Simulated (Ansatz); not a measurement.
# C₂F− (SMILES [C-]#CF): single points off equilibrium

An exercise on one series of results from a longer session: the logs are not shown, and one member is left open.

Method: single points in def2-TZVPPD; program: Ansatz 0.2.0, Gaussian basis.

Correlated methods freeze the cores.

### Where the work starts

SMILES `[C-]#CF`, 3 atoms, charge -1, spin multiplicity 1.

Atoms are counted from 1 here; the program's logs count them from 0.

Bond lengths: C1–C2 1.238 Å, C2–F3 1.432 Å. Angles: C1–C2–F3 176.8°.

Geometry (Å):

```tsv
atom	x (Å)	y (Å)	z (Å)
C1	0.5481	1.1185	0.4019
C2	0.0597	0.0579	-0.0105
F3	-0.5485	-1.1715	-0.4214
```

Set-up of the first run:

Input file run/in.yaml:

```yaml
crystal:
  periodic: [false, false, false]
  atoms:
    - {symbol: C, position_ang: [0.548100, 1.118500, 0.401900]}
    - {symbol: C, position_ang: [0.059700, 0.057900, -0.010500]}
    - {symbol: F, position_ang: [-0.548500, -1.171500, -0.421400]}
basis:
  gaussian: {orbitals: "def2-TZVPPD.json"}
total_charge: -1
correlation: {method: ccsd_t}
output: {forces: true}
```

The basis file named in the input lies beside it (Basis Set Exchange, JSON).

The command line of these runs was not kept.

Among the steps run: CCSD(T)/def2-TZVPPD; PBE0-D4/def2-TZVPPD; wB97M-V/def2-TZVPPD; r2SCAN-D4/def2-TZVPPD; PBE-D4/def2-TZVPPD; BHLYP-D4/def2-TZVPPD; LC-wPBE/def2-TZVPPD.

One of the session's tables, all rows but one given; the rest of the session is left out.

```
   method  RMS force component (eV/Å)  angle to CCSD(T) forces (°)
  CCSD(T)                       1.556                    reference
  PBE0-D4                       1.411                         18.9
  wB97M-V                           ?                            ?
r2SCAN-D4                       1.332                          9.3
   PBE-D4                       1.370                          2.5
 BHLYP-D4                       1.422                         41.9
  LC-wPBE                       1.291                         36.3
```

Estimate the missing values for wB97M-V.

The run gave: RMS force component (eV/Å): 1.241; angle to CCSD(T) forces (°): 26.4. In the column «RMS force component (eV/Å)» it is the lowest.
